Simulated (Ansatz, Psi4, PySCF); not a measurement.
Atomisation energy: 6 cases among radicals of silicon compounds with O, N or halogens, in kcal/mol, species as SMILES. Terms: frozen cores in correlated levels; spin-orbit terms left out; 6-311+G** with 5d, 6d on Na to Ar in Ansatz (an electronic-structure program); atomisation electronic, to ground-state atoms; dispersion terms only where a functional's name holds one; open shells spin-unrestricted; 6-31G* and kin with 6d, 5d where marked; non-relativistic. CBS marks a two-point X^-3 extrapolation of the correlation energy; Hartree-Fock from the larger set. The bracket is a focal-point correction in the basis named. First-principles rows: single points at B3LYP-D3(BJ) geometries (Ansatz).

Coupled cluster (Ansatz) is a level with limits of its own, used here on species with T1 under 0.025 (0.045 for open shells) and stable references: (a) RI-MP2/CBS(aug-cc-pV(T+d)Z,aug-cc-pV(Q+d)Z)+[CCSD(T)-MP2]/aug-cc-pV(T+d)Z; (b) RI-MP2/CBS(cc-pV(T+d)Z,cc-pV(Q+d)Z)+[CCSD(T)-MP2]/cc-pV(T+d)Z; (c) CCSD(T)/CBS(def2-TZVPPD,def2-QZVPPD).

```csv
species,atoms,coupled cluster,difference of B3LYP/6-31G* (Ansatz),difference of BP86/6-31G* (5d) (PySCF),difference of B3LYP/STO-3G (Ansatz),difference of wB97X-D/6-311+G** (Psi4),difference of MP2/6-31G* (Ansatz),difference of B3LYP-D3(BJ)/def2-TZVPD (Ansatz + dftd3),difference of PBE0/def2-TZVPD (Ansatz)
[Si](Cl)(Cl)Cl,4,275.1 (b),-24.1,-9.3,29.1,-15.2,-28.1,-4.9,1.2
[Si](F)(F)F,4,406.6 (b),-18.7,-6.2,-71.2,-31.8,-11.2,-9.2,-12.0
[SiH2]Cl (SiH2Cl),4,243.6 (c),-9.8,-2.4,72.6,-6.7,-33.5,-0.8,-3.0
Cl[SiH]Cl,4,259.8 (a),-16.8,-5.9,51.8,-10.9,-31.1,-2.9,-0.8
O=[Si]O,4,362.8 (b),-22.5,-2.3,-36.3,-19.3,-31.0,-3.9,-9.7
[SiH3][NH] (SiNH4),6,401.1 (a),-8.5,2.4,95.9,-7.6,-64.9,4.8,-6.4
```

| level | cases | mean signed difference | mean absolute difference | median absolute difference | largest absolute difference |
|---|---|---|---|---|---|
| B3LYP/6-31G* (Ansatz) | 6 | -16.73 | 16.73 | 17.75 | 24.1 |
| BP86/6-31G* (5d) (PySCF) | 6 | -3.95 | 4.75 | 4.15 | 9.3 |
| B3LYP/STO-3G (Ansatz) | 6 | 23.65 | 59.48 | 61.50 | 95.9 |
| wB97X-D/6-311+G** (Psi4) | 6 | -15.25 | 15.25 | 13.05 | 31.8 |
| MP2/6-31G* (Ansatz) | 6 | -33.30 | 33.30 | 31.05 | 64.9 |
| B3LYP-D3(BJ)/def2-TZVPD (Ansatz + dftd3) | 6 | -2.82 | 4.42 | 4.35 | 9.2 |
| PBE0/def2-TZVPD (Ansatz) | 6 | -5.12 | 5.52 | 4.70 | 12.0 |

B3LYP/6-31G* lies above in 0 of 6 cases and within 2 kcal/mol in 0; mean signed difference -16.73 kcal/mol, mean absolute 16.73 kcal/mol. These figures hold for the species listed.

How the rows were picked: cases drawn at random among the computed members of the class with clean coupled-cluster diagnostics. The batch they came from held 8 cases of this property in the class: 0 with a tabulated value, 6 with clean coupled cluster alone, 2 with neither, which enter no statistics. The levels are drawn from those run on every case listed, the commonest habits more often. No case is left out for the size of its miss. Left out are saddle points of the reference geometry, anions that the best level run finds unbound, excited spin states, species near biochemistry, 298 K rows of species without real B3LYP wavenumbers, cases with under five habitual levels, runs that failed or that the program found above a lower state of the same kind, table entries that another table contradicts, and a share of species set aside by lot.
